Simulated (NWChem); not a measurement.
Program: NWChem. System: CH₂, charge 0, spin multiplicity 1, at a geometry optimised with B3LYP/def2-SVP. The structure started from a generated list of species. Level: real-time TD-B3LYP/6-31G* (spherical d), VWN1-RPA local correlation.

The NWChem input:

```
start mol
memory heap 200 mb stack 900 mb global 1100 mb
geometry "system" units angstroms nocenter noautoz noautosym
  C      0.000000     0.000000     0.179936
  H      0.862169     0.000000    -0.539807
  H     -0.862169     0.000000    -0.539807
end
set geometry "system"
basis spherical
  * library 6-31g*
end
dft
  xc b3lyp
  semidirect memsize 60000000 filesize 0
  iterations 100
  convergence energy 1e-10 density 1e-9 gradient 1e-8
  tolerances tight
end
task dft energy
rt_tddft
  tmax 150.0
  dt 0.2
  tag "kick"
  print dipole
  field "kick"
    type delta
    polarization x
    max 0.0001
  end
  excite "system" with "kick"
end
task dft rt_tddft
```

Output (cleaned and shortened):

```
             Northwest Computational Chemistry Package (NWChem) 7.3.0
             --------------------------------------------------------

                                NWChem Input Module
                                -------------------

 Scaling coordinates for geometry "system" by  1.889725989
 (inverse scale =  0.529177249)

                              Geometry "system" -> ""
                              -----------------------

 Output coordinates in angstroms (scale by  1.889725989 to convert to a.u.)

  No.       Tag          Charge          X              Y              Z
 ---- ---------------- ---------- -------------- -------------- --------------
    1 C                    6.0000     0.00000000     0.00000000     0.17993600
    2 H                    1.0000     0.86216900     0.00000000    -0.53980700
    3 H                    1.0000    -0.86216900     0.00000000    -0.53980700

 Effective nuclear repulsion energy (a.u.)       5.9609673148

            Nuclear Dipole moment (a.u.)
            ----------------------------
        X                 Y               Z
 ---------------- ---------------- ----------------
     0.0000000000     0.0000000000     0.0000037795


 Summary of "ao basis" -> "" (spherical)
 ------------------------------------------------------------------------------
       Tag                 Description            Shells   Functions and Types
 ---------------- ------------------------------  ------  ---------------------
 *                           6-31g*                   on all atoms

                                 NWChem DFT Module
                                 -----------------

 Summary of "ao basis" -> "ao basis" (spherical)
 ------------------------------------------------------------------------------
       Tag                 Description            Shells   Functions and Types
 ---------------- ------------------------------  ------  ---------------------
 C                           6-31g*                  6       14   3s2p1d
 H                           6-31g*                  2        2   2s

 Summary of "ao basis" -> "ao basis" (spherical)
 ------------------------------------------------------------------------------
       Tag                 Description            Shells   Functions and Types
 ---------------- ------------------------------  ------  ---------------------
 C                           6-31g*                  6       14   3s2p1d
 H                           6-31g*                  2        2   2s

  itol2e modified to match energy
  convergence criterion.
  tol_rho modified to match energy
  convergence criterion.

            General Information
            -------------------
          SCF calculation type: DFT
          Wavefunction type:  closed shell.
          No. of atoms     :     3
          No. of electrons :     8
           Alpha electrons :     4
            Beta electrons :     4
          Charge           :     0
          Spin multiplicity:     1
          Use of symmetry is: off; symmetry adaption is: off
          Maximum number of iterations: 100
          AO basis - number of functions:    18
                     number of shells:    10
          Convergence on energy requested:  1.00D-10
          Convergence on density requested:  1.00D-09
          Convergence on gradient requested:  1.00D-08

              XC Information
              --------------
                         B3LYP Method XC Potential
                     Hartree-Fock (Exact) Exchange  0.200
[...]
     Total no. electrons    : 8
     System charge          : 0

               2e integrals
               ------------
     tol2e for real part of Fock matrix:  1.0000E-11
     tol2e for imag part of Fock matrix:  1.0000E-13

                    Propagation parameters
                    ----------------------
     End time (tmax)       :  1.5000E+02 au =  3.6283E+00 fs
     Time step (dt)        :  2.0000E-01 au =  4.8378E-03 fs
     No. time steps (nt)   : 750
     Progagation method    : 2nd order Magnus w/ self-consistent interpolation
     Exponentiation method : Adaptive contractive power series

                        Tolerances
                        ----------
     Zero / comparison / check tolerance  :  1.0000E-08
     Series convergence tolerance         :  1.0000E-10
     Interpolation convergence tolerance  :  1.0000E-07
     Reqd no. zero terms in series        : 3
     Reqd no. zero terms in interpolation : 1

                Output and checking parameters
                ------------------------------
     Quantites to print : messages, dipole, field, energy, <S^2>
     No. print points   : 750 (once every 1 time steps)
     No. checks         : 10 (once every 75 time steps)
     No. restart points : 100 (once every 7 time steps)
     Checking level     : 1 (checkpoints only)
     Profiling          : No

 Dipole and quadrupole matrices
 ------------------------------
     Center of mass = ( 0.0000E+00,  0.0000E+00,  1.4443E-01)
     norm[D_x]  =  1.6293E+00
     norm[D_y]  =  1.2173E+00
     norm[D_z]  =  1.2173E+00
     norm[Q_xx] =  4.4454E+00
     norm[Q_xy] =  1.4818E+00
     norm[Q_xz] =  1.6620E+00
     norm[Q_yy] =  4.4454E+00
     norm[Q_yz] =  1.4818E+00
     norm[Q_zz] =  4.5610E+00

         Applied fields
         --------------

               "kick"
     Type            : delta
     Polarization    : x
     Field maximum   :  1.0000E-04 au =  5.1421E-02 V/nm

        Excitation rules
        ----------------
     Excite geometry "system" with "kick"

                             Closed shell propagation
                             ------------------------

****************************** WARNING ******************************
  Starting movecs not specified--trying SCF output:
   ./mol.movecs
*********************************************************************

     File name              : ./mol.movecs
     Job title              :
     Basis set name         : ao basis
     SCF type               : dft
     Atomic orbitals        : 18
     Molecular orbitals     : 18

   Vector      Occupation     Eigenvalue [au]
 --------------------------------------------
         1        2.00       -1.02448220E+01
         2        2.00       -6.67163106E-01
         3        2.00       -4.02603597E-01
         4        2.00       -2.43299956E-01
         5        0.00       -1.21320820E-01
         6        0.00        1.13458274E-01
         7        0.00        1.56571827E-01
         8        0.00        5.37591156E-01
         9        0.00        5.51836132E-01
        10        0.00        5.76773216E-01
        11        0.00        7.62935831E-01
        12        0.00        8.40134861E-01
        13        0.00        8.99580862E-01
        14        0.00        1.66364382E+00
        15        0.00        1.67230938E+00
        16        0.00        1.68135439E+00
        17        0.00        1.97539180E+00
        18        0.00        2.20543752E+00

kick      0.00000        ### Propagation started ###
kick      0.00000        ### Checks passed ###
kick      0.00000   1.000000000000E-004   0.000000000000E+000   0.000000000000E+000     # Applied E-field [system] (alpha spin)
kick      0.00000   1.000000000000E-004   0.000000000000E+000   0.000000000000E+000     # Applied E-field [system] (beta spin)
kick      0.00000   5.960967314807E+000     # Enuc
kick      0.00000  -6.353091094218E+001     # Ecore
kick      0.00000   2.449490803373E+001     # Ecoul
kick      0.00000  -6.051996597472E+000     # Exc(1)
kick      0.00000   0.000000000000E+000     # Exc(2)
kick      0.00000  -3.912703219111E+001     # Etot
kick      0.00000   4.973799150321E-014     # Eadded
kick      0.00000  -1.310063169058E-014   8.519712884649E-014  -7.338582331205E-001     # Dipole moment [system]
kick      0.00000        ### Saved restart file ###
kick      0.00000   1.194822019102E-012     # Magnus interpol (matrix 1 of 1)
kick      0.00000                     2     # Magnus total interpolations
kick      0.20000   0.000000000000E+000   0.000000000000E+000   0.000000000000E+000     # Applied E-field [system] (alpha spin)
kick      0.20000   0.000000000000E+000   0.000000000000E+000   0.000000000000E+000     # Applied E-field [system] (beta spin)
kick      0.20000   5.960967314807E+000     # Enuc
kick      0.20000  -6.353091094179E+001     # Ecore
kick      0.20000   2.449490803363E+001     # Ecoul
kick      0.20000  -6.051996597455E+000     # Exc(1)
kick      0.20000   0.000000000000E+000     # Exc(2)
kick      0.20000  -3.912703219082E+001     # Etot
kick      0.20000   2.967297518808E-010     # Eadded
kick      0.20000   5.974845863843E-006   8.522233907083E-014  -7.338582330787E-001     # Dipole moment [system]
kick      0.20000   1.348254841105E-012     # Magnus interpol (matrix 1 of 1)
kick      0.20000                     2     # Magnus total interpolations
kick      0.40000   0.000000000000E+000   0.000000000000E+000   0.000000000000E+000     # Applied E-field [system] (alpha spin)
kick      0.40000   0.000000000000E+000   0.000000000000E+000   0.000000000000E+000     # Applied E-field [system] (beta spin)
kick      0.40000   5.960967314807E+000     # Enuc
...
kick     28.40000   0.000000000000E+000   0.000000000000E+000   0.000000000000E+000     # Applied E-field [system] (beta spin)
kick     28.40000   5.960967314807E+000     # Enuc
kick     28.40000  -6.353091093734E+001     # Ecore
kick     28.40000   2.449490802852E+001     # Ecoul
kick     28.40000  -6.051996596825E+000     # Exc(1)
kick     28.40000   0.000000000000E+000     # Exc(2)
kick     28.40000  -3.912703219084E+001     # Etot
kick     28.40000   2.767066575871E-010     # Eadded
kick     28.40000   3.058113232213E-005   8.457104130882E-014  -7.338582309101E-001     # Dipole moment [system]
kick     28.40000   4.440892098501E-016     # Magnus interpol (matrix 1 of 1)
kick     28.40000                     2     # Magnus total interpolations
kick     28.60000   0.000000000000E+000   0.000000000000E+000   0.000000000000E+00
```
